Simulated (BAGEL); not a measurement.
# C3H3FO (SMILES FC1=CCO1): B3LYP/6-31G(d) (density fitting with qzvpp-jkfit, spherical functions)

Aim: the energy change on altering one bond length of C3H3FO at B3LYP/6-31G* (density fitting with qzvpp-jkfit, spherical functions), from 2 runs. 

The results are computed with BAGEL 1.2.2.

## (1) The molecule

C3H3FO has 8 atoms, charge 0, and is taken as a singlet. SMILES: `FC1=CCO1`. The shape is that of a GFN2-xTB optimisation.

Bond lengths: F1–C2 1.317 Å, C2–C3 1.330 Å, C3–C4 1.509 Å, C2–O5 1.363 Å, C4–O5 1.452 Å, C3–H6 1.065 Å, C4–H7 1.088 Å, C4–H8 1.088 Å. Some angles: F1–C2–C3 138.4°, F1–C2–O5 122.1°, C3–C2–O5 99.6°, C2–C3–C4 85.7°, C3–C4–O5 88.0°, C2–O5–C4 86.8°, C2–C3–H6 138.5°, C4–C3–H6 135.9°, C3–C4–H7 116.9°, C3–C4–H8 116.9°.

## (2) The energy at B3LYP/6-31G(d) (density fitting with qzvpp-jkfit, spherical functions)

job.json

```json
{ "bagel": [

{
  "title": "molecule",
  "basis": "6-31gs.json",
  "df_basis": "qzvpp-jkfit",
  "angstrom": "true",
  "geometry": [
    { "atom": "F", "xyz": [    0.186790,    2.109930,    1.066270 ] },
    { "atom": "C", "xyz": [    0.072480,    0.950080,    0.452740 ] },
    { "atom": "C", "xyz": [    0.326160,   -0.332520,    0.696100 ] },
    { "atom": "C", "xyz": [   -0.214160,   -0.584700,   -0.690040 ] },
    { "atom": "O", "xyz": [   -0.433550,    0.845360,   -0.808320 ] },
    { "atom": "H", "xyz": [    0.721600,   -0.931400,    1.482800 ] },
    { "atom": "H", "xyz": [    0.495560,   -0.929750,   -1.439100 ] },
    { "atom": "H", "xyz": [   -1.154890,   -1.127000,   -0.760450 ] }
  ]
},
{
  "title": "ks",
  "xc_func": "b3lyp"
},
{
  "title": "print",
  "file": "orbitals.molden",
  "orbitals": "true"
}

]}
```

The basis set 6-31G* is read from a file made from the Basis Set Exchange's data (not shown).

Command:

```
BAGEL_NUM_THREADS=1 BAGEL job.json > job.out
```

The log of the run:

```text
* using 1 threads per process

  ===============================================================
  ===============================================================

  *** Geometry ***

  { "atom" : "F", "xyz" : [      0.352982,      3.987190,      2.014958 ] },
  { "atom" : "C", "xyz" : [      0.136967,      1.795391,      0.855555 ] },
  { "atom" : "C", "xyz" : [      0.616353,     -0.628372,      1.315438 ] },
  { "atom" : "C", "xyz" : [     -0.404704,     -1.104923,     -1.303987 ] },
  { "atom" : "O", "xyz" : [     -0.819291,      1.597499,     -1.527503 ] },
  { "atom" : "H", "xyz" : [      1.363626,     -1.760091,      2.802086 ] },
  { "atom" : "H", "xyz" : [      0.936473,     -1.756973,     -2.719505 ] },
  { "atom" : "H", "xyz" : [     -2.182426,     -2.129721,     -1.437042 ] },

  Number of auxiliary basis functions:      433

  Since a DF basis is specified, we compute 2- and 3-index integrals:
    o Being stored without compression. Storage requirement is 0.020 GB

  Number of basis functions:       76
  Number of electrons      :       38

    * METHOD: MOLECULE                             0.30

  *** Kohn-Sham DFT ***

    * Removing 15693 points whose weight is below 1.00e-10
    * Grid points: 103555

  === Nuclear Repulsion ===
   170.3464231699

       - DIIS with orbital gradients will be used.

  === KS iteration (b3lyp / 6-31gs.json) ===
      0       -255.15053439          0.15487062           0.43
      1       -211.54036379          0.21306437           0.41
      2       -237.15641363          0.21182660           0.42
      3       -282.74861159          0.13422258           0.41
      4       -290.20927051          0.04497979           0.42
      5       -290.58546316          0.03720462           0.41
      6       -290.86313176          0.02321036           0.41
      7       -291.07687646          0.00735808           0.42
      8       -291.07715535          0.00722948           0.42
      9       -291.09790165          0.00039724           0.42
     10       -291.09794449          0.00022315           0.42
     11       -291.09796064          0.00006928           0.42
     12       -291.09796166          0.00004777           0.42
     13       -291.09796254          0.00000826           0.42
     14       -291.09796256          0.00000425           0.42
     15       -291.09796257          0.00000093           0.43
     16       -291.09796257          0.00000031           0.43
     17       -291.09796257          0.00000024           0.43
     18       -291.09796257          0.00000006           0.43
     19       -291.09796257          0.00000001           0.43
     20       -291.09796257          0.00000001           0.45
    * SCF iteration converged.

    * Permanent dipole moment:
           (   -0.102607,     0.722307,    -0.039860) a.u.

    * METHOD: KS                                   9.61

    * METHOD: PRINT                                0.03

  ===============================================================
```

Wall time 10 s (1 thread of Arm Neoverse N1, shared host); peak memory 0.37 GiB.

## (3) The distorted shape at the same level

dft.json

```json
{ "bagel": [

{
  "title": "molecule",
  "basis": "6-31gs.json",
  "df_basis": "qzvpp-jkfit",
  "angstrom": true,
  "geometry": [
    { "atom": "F", "xyz": [      -0.168086,       2.282463,       1.440817 ] },
    { "atom": "C", "xyz": [      -0.282396,       1.122613,       0.827287 ] },
    { "atom": "C", "xyz": [      -0.028716,      -0.159987,       1.070647 ] },
    { "atom": "C", "xyz": [      -0.569036,      -0.412167,      -0.315493 ] },
    { "atom": "O", "xyz": [      -0.788426,       1.017893,      -0.433773 ] },
    { "atom": "H", "xyz": [       0.366724,      -0.758867,       1.857347 ] },
    { "atom": "H", "xyz": [       0.495560,      -0.929750,      -1.439100 ] },
    { "atom": "H", "xyz": [      -1.509766,      -0.954467,      -0.385903 ] }
  ]
},

{
  "title": "ks",
  "xc_func": "b3lyp",
  "charge": 0
},

{
  "title": "print",
  "file": "orbitals.molden",
  "orbitals": true
}

]}
```

The basis set 6-31G* is read from a file made from the Basis Set Exchange's data (not shown).

Command:

```
BAGEL_NUM_THREADS=1 BAGEL dft.json > dft.out
```

The log of the run:

```text
* using 1 threads per process

  ===============================================================
  ===============================================================

  *** Geometry ***

  { "atom" : "F", "xyz" : [     -0.317637,      4.313230,      2.722750 ] },
  { "atom" : "C", "xyz" : [     -0.533651,      2.121431,      1.563346 ] },
  { "atom" : "C", "xyz" : [     -0.054265,     -0.302332,      2.023230 ] },
  { "atom" : "C", "xyz" : [     -1.075322,     -0.778883,     -0.596195 ] },
  { "atom" : "O", "xyz" : [     -1.489909,      1.923539,     -0.819712 ] },
  { "atom" : "H", "xyz" : [      0.693008,     -1.434051,      3.509877 ] },
  { "atom" : "H", "xyz" : [      0.936473,     -1.756973,     -2.719505 ] },
  { "atom" : "H", "xyz" : [     -2.853044,     -1.803681,     -0.729251 ] },

  Number of auxiliary basis functions:      433

  Since a DF basis is specified, we compute 2- and 3-index integrals:
    o Being stored without compression. Storage requirement is 0.020 GB

  Number of basis functions:       76
  Number of electrons      :       38

    * METHOD: MOLECULE                             0.32

  *** Kohn-Sham DFT ***

    * Removing 15062 points whose weight is below 1.00e-10
    * Grid points: 104186

  === Nuclear Repulsion ===
   168.4178098284

       - DIIS with orbital gradients will be used.

  === KS iteration (b3lyp / 6-31gs.json) ===
      0       -255.44649507          0.15426810           0.46
      1       -212.10249235          0.21251610           0.42
      2       -237.93655814          0.21026503           0.41
      3       -282.96743266          0.12680714           0.41
      4       -290.16432325          0.04438442           0.42
      5       -290.54832454          0.03556954           0.42
      6       -290.86474913          0.01933385           0.41
      7       -291.00575730          0.00707056           0.41
      8       -291.00699254          0.00684676           0.41
      9       -291.02568920          0.00037075           0.41
     10       -291.02570688          0.00029971           0.41
     11       -291.02573783          0.00008410           0.42
     12       -291.02573945          0.00006005           0.42
     13       -291.02574066          0.00000810           0.41
     14       -291.02574066          0.00000721           0.41
     15       -291.02574068          0.00000158           0.41
     16       -291.02574068          0.00000037           0.41
     17       -291.02574068          0.00000019           0.41
     18       -291.02574068          0.00000005           0.41
     19       -291.02574068          0.00000003           0.41
     20       -291.02574068          0.00000001           0.41
    * SCF iteration converged.

    * Permanent dipole moment:
           (    0.021587,     0.573547,    -0.262153) a.u.

    * METHOD: KS                                   9.48

    * METHOD: PRINT                                0.02

  ===============================================================
```

It took 10 s on 1 thread of Arm Neoverse N1, shared host; peak memory 0.38 GiB.

## (4) What came out

Level: B3LYP/6-31G* (density fitting with qzvpp-jkfit, spherical functions).

| quantity | value |
| --- | --- |
| first shape: total energy | -291.09796 Eh |
| first shape: dipole moment | 1.86 D |
| first shape: HOMO energy | -6.23 eV |
| first shape: LUMO energy | 1.12 eV |
| first shape: HOMO–LUMO gap | 7.34 eV |
| distorted shape: total energy | -291.02574 Eh |
| distorted shape: dipole moment | 1.60 D |
| distorted shape: HOMO energy | -6.41 eV |
| distorted shape: LUMO energy | -0.68 eV |
| distorted shape: HOMO–LUMO gap | 5.73 eV |
| energy change with the C4–H7 bond stretched from 1.088 to 1.632 Å | 1.965 eV |

What this shows: With the C4–H7 bond stretched from 1.088 to 1.632 Å the energy rises by 1.97 eV (190 kJ/mol). The first shape isn't relaxed at this level, so the change isn't measured from a minimum.
